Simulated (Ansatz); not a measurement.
OSi, SMILES `[O+]#[Si-]` (lower singlet) (charge 0, multiplicity 1). This singlet lies 3.87 eV below the relaxed triplet at the level frozen-core full CI/6-31g // B3LYP-D3(BJ)/def2-TZVP (Ansatz, a quantum-chemistry and plane-wave program).

Cartesian coordinates (Å):
```xyz
2

O      0.7566     0.0000     0.0000
Si    -0.7566     0.0000     0.0000
```
Charge 0, multiplicity 1.

Q: Give the natural occupations of the active orbitals, the CASSCF energy and the corrected energy for frozen-core fic-MRCISD+Q@CASSCF(2e,2o)/cc-pVTZ // B3LYP-D3(BJ)/def2-TZVP in Ansatz.

A: 
| Quantity | Value |
|---|---|
| natural occupations | 1.95, 0.05 |
| CASSCF energy | -363.8620 Ha |
| corrected energy | -364.1861 Ha |
| weight of the reference | 0.907 |
